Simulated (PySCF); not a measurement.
Task: What does the PBE0-D3(BJ)/def2-TZVP structure of `CCC1CC1` (ethylcyclopropane) look like in three dimensions?

Result: 
```
atom  x, y, z in Å
C1    -1.782   -0.664    0.629
C2    -0.945    0.387   -0.081
C3     0.370   -0.152   -0.574
C4     1.538   -0.229    0.361
C5     1.538    0.761   -0.766
H6    -2.727   -0.249    0.987
H7    -2.016   -1.497   -0.040
H8    -1.245   -1.074    1.488
H9    -1.508    0.805   -0.923
H10   -0.748    1.224    0.599
H11    0.284   -0.969   -1.285
H12    2.203   -1.080    0.295
H13    1.398    0.153    1.366
H14    2.204    0.586   -1.603
H15    1.399    1.807   -0.518
```

Orientation and origin are arbitrary. Atoms count from 1 in this order. The 5 C–C bonds span 1.496 Å (C3–C5, drawn single) to 1.520 Å (C1–C2, drawn single), a spread of 0.024 Å. The 3-membered ring C3–C4–C5 has internal angles of 59.8° to 60.2°. Of the pairs four or more bonds apart, H10···H15 is among the closest relative to their van der Waals radii: 2.49 Å, 104 % of the sum of Bondi's values.

Bonds between heavy atoms (Å): C1–C2 1.520, C2–C3 1.504, C3–C4 1.498, C4–C5 1.500, C3–C5 1.496.

Computed with PySCF 2.14.0, PBE0-D3(BJ)/def2-TZVP geometry optimisation, gas phase.

Point group: C1 (no symmetry element, even within 0.4 Å). Stationary, but not proved a minimum. The numbers are those of one conformer (C1–C2–C3–C4 -84°).
